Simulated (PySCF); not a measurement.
Lewis adducts of Ga(Cl)3. Isolated molecules, 0 K electronic values unless said otherwise. One relaxed conformer stands for each flexible species; it need not be the lowest. Strings in code marks are SMILES.

The numbers are results of PBE-D3(BJ)/def2-TZVP // PBE-D3(BJ)/def2-SVP in PySCF, not measurements. All candidates: neutral, multiplicity 1. Delta-SCF ions had no search for a lower state. 

| Property | Result |
|---|---|
| HOMO | -4.78 eV |
| HOMO–LUMO gap | 5.10 eV |
| vertical ionisation energy (Delta-SCF) | 8.16 eV |

**Question.** Which member has these values?
A) `CO`
B) [Ga(Cl)3(H2O)]
C) `CN(C)C`
D) `O`

**Answer.** C, `CN(C)C`. The others give `O`: -6.96 eV, 6.83 eV, 12.65 eV; `CO`: -6.19 eV, 6.34 eV, 10.63 eV; [Ga(Cl)3(H2O)]: -7.52 eV, 5.27 eV, 10.32 eV
